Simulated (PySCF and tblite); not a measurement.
C4H5N, numbered as in [CH2:1]=[CH:2][CH2:3][C:4]#[N:5].

Conformers came from 90 starts (ETKDG and KDG, MMFF94s, GFN2-xTB); geometries are PBE0-D3(BJ)/def2-SVP. Energies: PBE0-D3(BJ)/def2-TZVP, with GFN2-xTB thermal terms (modes under about 100 cm⁻¹ blended into free rotors). Symmetry numbers and mirror images are counted. Conformers within 4 kcal/mol (GFN2-xTB free energy) were kept, 5 at most. GIAO shieldings: PBE0/pcSseg-1. Shifts are against TMS (¹H), TMS (¹³C), NH3 (¹⁵N) at the same level; of two unlike H on one atom, a is the less shielded. Run with PySCF (density fitting) and tblite.

(1) Predict the averaged NMR shifts at 298.15 K.

(2) How do the conformers differ?

(3) Which signal moves most, for its nucleus, between 150 and 400 K through the change of populations alone?

Unscaled ¹⁵N shifts at such levels can be off by tens of ppm; differences between conformers or isomers are more reliable. Shifts are unscaled: against experiment ¹³C can be off by 15 ppm or more and ¹H by 0.8 ppm.

Answers

(1) ¹H: 5.97 (H1a, 1H), 5.78 (H2, 1H), 5.70 (H1b, 1H), 2.86 (H3, 2H) ppm. ¹³C: 135.1 (C2), 127.9 (C1), 120.8 (C4), 23.4 (C3) ppm. ¹⁵N: 311.2 (N5) ppm.

(2) Torsions listed: C1–C2–C3–C4. Of a mirror pair one member is shown.
```csv
conformer,shape,weight %
1,0°,70.9
2,123°,29.1
```

```csv
signal,1,2,average
H1a,6.15,5.54,5.97
H1b,5.75,5.56,5.70
H2,5.71,5.93,5.78
H3,2.88,2.82,2.86
C1,127.4,128.9,127.9
C2,134.2,137.4,135.1
C3,23.0,24.5,23.4
C4,120.7,121.3,120.8
N5,313.3,306.1,311.2
```

(3) H1a: 6.10 ppm at 150 K, 6.05 ppm at 200 K, 6.01 ppm at 250 K, 5.97 ppm at 298.15 K, 5.92 ppm at 400 K.


¹⁵N shifts are against a computed isolated NH3 molecule, about 20 ppm from the liquid.